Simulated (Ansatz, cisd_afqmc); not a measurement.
System: CH4FO, charge -1, singlet.
NHTBH set geometry:
```xyz
7

F      0.0549    -0.0136    -1.8498
C      0.0139    -0.0011    -0.0904
H      1.0804    -0.0009    -0.0012
H     -0.5155     0.9286    -0.0631
H     -0.5166    -0.9295    -0.0496
O      0.0336     0.0131     1.8953
H     -0.8944     0.0255     2.1423
```
Charge -1, spin multiplicity 1.

Total energies in aug-cc-pVTZ, 22 correlated electrons, 3 frozen orbitals. UHF or UKS for unpaired electrons; spin-orbit terms are left out. Cores are frozen in correlated methods. No relativity. AFQMC/CISD: phaseless, guided by CISD from CCSD amplitudes; bars are statistical, one sigma. Outlying blocks are dropped, and bars are widened where a walk drifts. Over all cases where full CI ran beside it in this data, AFQMC minus full CI had a median of +0.1 mEh and passed +0.4 mEh in a tenth of the cases.

| method | program | energy (Eh) | minus AFQMC/CISD (mEh) |
|---|---|---|---|
| HF | Ansatz | -214.49795 | 789.4 ± 0.4 |
| MP2 | Ansatz | -215.24687 | 40.5 ± 0.4 |
| CCSD | Ansatz | -215.25435 | 33.0 ± 0.4 |
| CCSD(T) | Ansatz | -215.28559 | 1.8 ± 0.4 |
| AFQMC/CISD | cisd_afqmc | -215.2874 ± 0.0004 | 0.0 |

Ansatz is a program for electronic structure.
